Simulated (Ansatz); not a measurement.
Geometry optimisation of `COC(Cl)Cl`.

```yaml
crystal:
  periodic: [false, false, false]
  atoms:
    - {symbol: C, position_ang: [0.481628, -1.104511, -0.369310]}
    - {symbol: O, position_ang: [0.320903, 0.275333, -0.689825]}
    - {symbol: C, position_ang: [-0.448351, 0.968214, 0.188898]}
    - {symbol: Cl, position_ang: [-0.827368, 2.553849, -0.520141]}
    - {symbol: Cl, position_ang: [0.381488, 1.190415, 1.824410]}
    - {symbol: H, position_ang: [-0.504536, -1.617618, -0.301909]}
    - {symbol: H, position_ang: [1.072211, -1.551771, -1.188614]}
    - {symbol: H, position_ang: [1.018281, -1.223999, 0.596159]}
    - {symbol: H, position_ang: [-1.405854, 0.463688, 0.443232]}
basis:
  gaussian: {orbitals: def2-TZVP}
hamiltonian: {xc: pbe0, dispersion: d4}
relax: {f_tol: 0.005, max_steps: 150}
```

```sh
$ ansatz run in.yaml --threads 4 --pin off --events-out ev --progress --plain --max-ram 10444MiB
```

Output, abridged:

```
Functional definition: PBE0
mean field -29220.58402604 eV, -1073.8366565337 hartree, gradient 2.6e-5 eV, S^2 0.000000; 0 other end points of the search recorded, 0 dependent functions left out
relax step   1: F+E_penalty+E_count = -29220.75712090 eV  Δ(F+E_penalty+E_count) = +0.000e0 eV  max|allowed force component| = 6.011e-1 eV/Å  Δτ_max = 0.0000 Å  (28 SCF iters, accepted)
mean field -29220.62179798 eV, -1073.8380446270 hartree, gradient 8.2e-6 eV, S^2 0.000000; 0 other end points of the search recorded, 0 dependent functions left out
relax step   2: F+E_penalty+E_count = -29220.79579918 eV  Δ(F+E_penalty+E_count) = -3.868e-2 eV  max|allowed force component| = 2.822e-1 eV/Å  Δτ_max = 0.0225 Å  (33 SCF iters, accepted)
mean field -29220.62820285 eV, -1073.8382800016 hartree, gradient 8.0e-6 eV, S^2 0.000000; 0 other end points of the search recorded, 0 dependent functions left out
relax step   3: F+E_penalty+E_count = -29220.80261235 eV  Δ(F+E_penalty+E_count) = -6.813e-3 eV  max|allowed force component| = 1.304e-1 eV/Å  Δτ_max = 0.0150 Å  (33 SCF iters, accepted)
mean field -29220.62871680 eV, -1073.8382988890 hartree, gradient 8.0e-6 eV, S^2 0.000000; 0 other end points of the search recorded, 0 dependent functions left out
relax step   4: F+E_penalty+E_count = -29220.80315225 eV  Δ(F+E_penalty+E_count) = -5.399e-4 eV  max|allowed force component| = 8.063e-2 eV/Å  Δτ_max = 0.0061 Å  (33 SCF iters, accepted)
mean field -29220.62893740 eV, -1073.8383069959 hartree, gradient 8.0e-6 eV, S^2 0.000000; 0 other end points of the search recorded, 0 dependent functions left out
relax step   5: F+E_penalty+E_count = -29220.80336477 eV  Δ(F+E_penalty+E_count) = -2.125e-4 eV  max|allowed force component| = 9.552e-3 eV/Å  Δτ_max = 0.0057 Å  (33 SCF iters, accepted)
mean field -29220.62894395 eV, -1073.8383072364 hartree, gradient 8.0e-6 eV, S^2 0.000000; 0 other end points of the search recorded, 0 dependent functions left out
relax step   6: F+E_penalty+E_count = -29220.80338809 eV  Δ(F+E_penalty+E_count) = -2.332e-5 eV  max|allowed force component| = 8.505e-3 eV/Å  Δτ_max = 0.0066 Å  (33 SCF iters, accepted)
mean field -29220.62895592 eV, -1073.8383076762 hartree, gradient 8.0e-6 eV, S^2 0.000000; 0 other end points of the search recorded, 0 dependent functions left out
relax step   7: F+E_penalty+E_count = -29220.80339589 eV  Δ(F+E_penalty+E_count) = -7.795e-6 eV  max|allowed force component| = 2.915e-3 eV/Å  Δτ_max = 0.0021 Å  (33 SCF iters, accepted)
mean field -29220.62895592 eV, -1073.8383076762 hartree, gradient 8.0e-6 eV, S^2 0.000000; 1 other end points of the search recorded, 0 dependent functions left out
Total energy: -29220.80342437 eV, -1073.8447192738 hartree
Atom 0 at     0.479637    -1.098071    -0.361100 Å, force    -0.000823    -0.002915     0.000427 eV/Å
Atom 1 at     0.338418     0.278065    -0.672006 Å, force    -0.000150     0.000020     0.000256 eV/Å
Atom 2 at    -0.443694     0.959874     0.195585 Å, force    -0.000005     0.001126    -0.000511 eV/Å
Atom 3 at    -0.821674     2.523996    -0.510830 Å, force     0.000094    -0.000423     0.000351 eV/Å
Atom 4 at     0.353466     1.188921     1.801347 Å, force     0.000099     0.000407     0.000748 eV/Å
Atom 5 at    -0.500488    -1.581284    -0.280114 Å, force    -0.000434     0.000394    -0.000089 eV/Å
Atom 6 at     1.036603    -1.540108    -1.184159 Å, force     0.000178     0.000869    -0.000371 eV/Å
Atom 7 at     1.030361    -1.229977     0.573697 Å, force     0.000939     0.000800    -0.000107 eV/Å
Atom 8 at    -1.384226     0.452184     0.420480 Å, force     0.000101    -0.000279    -0.000704 eV/Å
Dipole moment:    -0.123203    -0.546289    -0.061193 e Å
```

Hardware: 4 threads of an Arm Neoverse V2 on a shared host. Wall time 23 s, peak host memory 0.49 GiB.
